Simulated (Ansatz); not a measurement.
## Ansatz (development build ahead of 0.2.0) run

```yaml
crystal:
  periodic: [false, false, false]
  atoms:
    - { symbol: B, position_ang: [0.0, 0.0, -0.60624] }
    - { symbol: F, position_ang: [0.0, 0.0, 0.60624] }
basis:
  gaussian: { orbitals: cc-pVTZ }
magnetization:
  spin_polarized: true
hamiltonian:
  xc: hf
correlation:
  method: bccd_t
  frozen_orbitals: { B: 1, F: 1 }
```

The input is written out in the form of the current development build from the run's settings.

Results

* Converged: yes
* Reference energy (starting determinant): -124.15457 hartree
* Correlation energy: -0.34381 hartree
* Total energy: -124.49838 hartree
